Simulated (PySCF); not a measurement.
# Which basis set comes closest?

Molecule: dimethylsilane (SMILES C[SiH2]C).

Molfile (atoms numbered from 1):
```
C2H8Si
     RDKit          3D

 11 10  0  0  0  0  0  0  0  0999 V2000
    1.4897    0.5482   -0.2089 C   0  0  0  0  0  0  0  0  0  0  0  0
    0.1217   -0.7345    0.0448 Si  0  0  0  0  0  4  0  0  0  0  0  0
   -1.5663    0.0882    0.1610 C   0  0  0  0  0  0  0  0  0  0  0  0
    2.2190    0.5280    0.6146 H   0  0  0  0  0  0  0  0  0  0  0  0
    1.0673    1.5637   -0.2587 H   0  0  0  0  0  0  0  0  0  0  0  0
    2.0383    0.3672   -1.1453 H   0  0  0  0  0  0  0  0  0  0  0  0
    0.3718   -1.5160    1.2990 H   0  0  0  0  0  0  0  0  0  0  0  0
    0.1210   -1.7154   -1.0883 H   0  0  0  0  0  0  0  0  0  0  0  0
   -2.3635   -0.6529    0.3248 H   0  0  0  0  0  0  0  0  0  0  0  0
   -1.5898    0.8031    0.9988 H   0  0  0  0  0  0  0  0  0  0  0  0
   -1.8003    0.6401   -0.7630 H   0  0  0  0  0  0  0  0  0  0  0  0
  1  2  1  0
  2  3  1  0
  1  4  1  0
  1  5  1  0
  1  6  1  0
  2  7  1  0
  2  8  1  0
  3  9  1  0
  3 10  1  0
  3 11  1  0
M  END
```

Geometry PBE0-D3(BJ)/def2-SVP throughout; GIAO in PySCF, gas phase, one conformer, non-relativistic; equivalent atoms averaged; functional PBE0.

Reference values (measured; C. Corminboeuf, T. Heine, J. Weber, Chem. Phys. Lett. 357 (2002) 1): δ(Si2) = -37.7 ppm vs TMS. Computed shifts are taken against TMS, calculated as an isolated molecule at each level.

Q: How do the basis sets STO-3G, 6-31G, pcSseg-0, 6-31G*, def2-SVP, cc-pVDZ, pcSseg-1, 6-311+G(2d,p), aug-cc-pVDZ, def2-TZVP, IGLO-III, cc-pVTZ, pcSseg-2 perform against the reference? Times are CPU seconds on shared hosts with different chips, so compare them loosely.

A: 
```
    basis set  functions    Si2  abs. error Si  core-s
       STO-3G         27  -38.0            0.3     1.5
        6-31G         47  -32.2            5.5     2.7
     pcSseg-0         47  -67.9           30.2     2.2
       6-31G*         62  -26.5           11.2     3.3
     def2-SVP         86  -43.4            5.7     3.9
      cc-pVDZ         86  -39.1            1.4     4.1
     pcSseg-1         98  -41.5            3.8     4.5
6-311+G(2d,p)        137  -41.5            3.8     8.1
  aug-cc-pVDZ        145  -41.7            4.0     8.3
    def2-TZVP        147  -42.2            4.5     9.2
     IGLO-III        194  -42.7            5.0      12
      cc-pVTZ        206  -39.7            2.0      13
     pcSseg-2        227  -42.1            4.4      11
```

For $^{29}$Si the closest is STO-3G (0.3 ppm) and the furthest pcSseg-0 (30.2 ppm). Where a smaller basis beats a larger one, errors probably cancel; the largest sets show where the functional converges. One molecule is a small sample, and vibrational and solvent effects are absent from the calculation.

A small basis that lands close on one nucleus may do so by chance; judge by the trend and by all nuclei.
